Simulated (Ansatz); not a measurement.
Energy needed to pull apart BF2 (SMILES F[B]F), doublet, into free ground-state atoms, from the structure below (displaced at random from a GFN2-xTB minimum); no zero-point or spin–orbit terms; open-shell atoms are treated unrestricted, in their ground-state multiplicity.

| atom | x (Å) | y (Å) | z (Å) |
| --- | --- | --- | --- |
| F1 | 0.4851 | -0.9678 | 0.2150 |
| B2 | 0.3841 | 0.2455 | 0.1845 |
| F3 | -0.8542 | 0.7559 | -0.4281 |

Program: Ansatz 0.2.0. Basis: def2-TZVPP. Cores are frozen in the correlated methods; orbitals are unrestricted. B3LYP uses VWN-RPA correlation.

```json
{"method": "PBE-D4", "atomization energy (eV)": "12.91"}
{"method": "r2SCAN-D4", "atomization energy (eV)": "12.60"}
{"method": "PBE0-D4", "atomization energy (eV)": "?"}
{"method": "B3LYP-D4", "atomization energy (eV)": "?"}
{"method": "r2SCANh-D4", "atomization energy (eV)": "12.40"}
{"method": "wB97M-V", "atomization energy (eV)": "12.26"}
{"method": "HF", "atomization energy (eV)": "9.25"}
{"method": "MP2", "atomization energy (eV)": "12.74"}
{"method": "CCSD", "atomization energy (eV)": "11.60"}
{"method": "CCSD(T)", "atomization energy (eV)": "11.85"}
```

Task: What does B3LYP-D4 give? (An estimate is asked for; the value comes from the calculation.)

Result: Computed: 12.28 eV, which is about 0.43 eV more than CCSD(T)/def2-TZVPP.

Task: What does PBE0-D4 give? (Judge from chemistry; the value comes from the calculation.)

Result: The calculation gives: 12.34 eV, which is about 0.49 eV more than CCSD(T)/def2-TZVPP.

In triple zeta the MP2 and coupled-cluster atomization energies are still short of their basis limit by a few kcal/mol a bond, whereas those of the functionals are nearly converged, so these differences are not deviations from converged CCSD(T).

No T1 diagnostic of these runs exceeds 0.017. ⟨S²⟩ of the unrestricted Hartree–Fock references: 0.75 (a pure state has 0.75).

For scale, one of the runs: CCSD(T)/def2-TZVPP forces, 93 basis functions (an equivalent command: `ansatz run in.yaml --threads 4`). The run took 30 s on 4 CPU threads (shared host), with 0.95 GiB of host memory at its peak.
